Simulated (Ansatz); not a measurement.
Rock-salt HfN, treated with PBE (Ansatz, a first-principles code, PAW).

Numerical settings: plane-wave cutoff 500 eV, 16×16×16 k mesh, Fermi–Dirac smearing 0.05 eV, scalar-relativistic PAW data made under PBE.

Computed at the level's own relaxed cell.

Question: What does this level give for the volume per atom and equilibrium lattice constant a?

Answer: 
- volume per atom = 11.75 Å³/atom
- equilibrium lattice constant a = 4.547 Å

Measured, for comparison: equilibrium volume per atom 11.57 Å³/atom, lattice constant a 4.524 Å (room temperature, not corrected to a static lattice; as tabulated in Seo, Lee, Wen, Petrov, Greene, Gall, J. Appl. Phys. 96, 878 (2004)). Computed (rounded) less measured: equilibrium volume per atom +1.6 %, lattice constant a +0.5 %.

Spin–orbit coupling is not included.

The computed numbers hold no vibrational or temperature effects.

The result took about 30 core-seconds (a rough figure).
